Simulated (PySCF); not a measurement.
phosphine (H₃P), SMILES P.

Geometry: PBE0-D3(BJ)/def2-TZVPD.

Two levels are set side by side: PBE/def2-TZVPD (PySCF) and ωB97X/def2-TZVPD (PySCF). Same geometry, gas phase. Differences are taken from unrounded values.

| quantity | ωB97X | PBE | PBE minus ωB97X |
|---|---|---|---|
| orbital gap (eV) | 12.24 | 6.39 | -5.86 |
| highest occupied level (eV) | -10.26 | -6.71 | 3.55 |
| lowest empty level (eV) | 1.98 | -0.32 | -2.31 |
| dipole moment (D) | 0.68 | 0.61 | -0.06 |
| mean polarisability (bohr³) | 30.4 | 31.3 | 0.8 |

Without exact exchange PBE keeps part of each electron's self-repulsion, which lifts occupied levels and narrows the gap. Differences between two approximate levels are no errors against the true value.

Rough cost on one machine, each run with all the roots and properties that it gave: ωB97X against PBE within a factor of 2.
